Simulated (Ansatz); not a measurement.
Relaxed structures of SiNH4S (charge +1), closed shell (PBE0-D4/def2-TZVP; forces vanish, vibrations not checked; lower isomers may exist, and structures with a doubtful reference or unclear bonds are left out; Å). Ansatz 0.2.0; basis: def2-TZVPP; cores frozen in the correlated methods.

(1) Rank them by CCSD(T) energy, lowest first, and give each one's height above the lowest. Links in brackets join atoms within 1.22 times the sum of their covalent radii (1.1 for two metals). (An estimate is asked for; the value comes from the calculation.)
A.
SiNH₄S ([NH][SiH][SH2]), total charge +1
```
7
angstrom
N -0.7846 0.2300 -0.7520
Si 0.1326 0.3480 0.5091
S 1.0369 -1.7233 0.6802
H 0.7011 -1.9946 -0.6039
H -1.4201 0.8940 -1.1738
H 0.6401 1.1428 1.6457
H 2.3294 -1.4255 0.4089
```
B.
SiNH₄S ([NH2][SiH][SH]), total charge +1
```
7
angstrom
N -1.0624 0.4494 -0.7062
Si 0.2076 0.1385 0.2865
S 1.2356 -1.6165 0.1053
H -1.3986 -0.1718 -1.4303
H -1.5965 1.3072 -0.6474
H 0.5474 1.1650 1.2791
H 2.0669 -1.2719 1.1130
```
C.
SiNH₄S ([NH3][Si][SH]), total charge +1
```
7
angstrom
N -1.0425 0.3986 -0.5192
Si 0.8197 0.5366 0.2060
S 0.9445 -1.5464 0.3645
H -1.0844 -0.1377 -1.3882
H -1.4195 1.3253 -0.7197
H -1.6840 -0.0515 0.1370
H 2.1984 -1.5011 0.8592
```
D.
SiNH₄S ([NH2][SH][SiH]), total charge +1
```
7
angstrom
N -1.0699 0.5825 -0.6092
Si 1.3076 -1.6224 -0.0471
S 0.3800 0.4295 0.1123
H -1.6401 -0.2298 -0.7878
H -1.1590 1.3512 -1.2566
H 0.1004 0.4978 1.4390
H 2.0985 -1.0665 1.1281
```

T1 diagnostic: at most 0.018. The restricted Hartree–Fock reference is unstable towards an unrestricted one at one or more of these structures.

Answers

(1) By the calculation: B (0.00 kcal/mol), C (5.66 kcal/mol), A (60.53 kcal/mol), D (75.45 kcal/mol). Heights count from the lowest.

For scale, one of the runs: CCSD(T)/def2-TZVPP, 171 basis functions, launched by `ansatz run in.yaml --threads 2 --pin off --events-out ev --progress --plain --max-ram 4352MiB`. Time: 18 s of wall clock on 2 CPU threads of an Arm Neoverse V2; the host was shared. Peak host memory: 1.3 GiB.
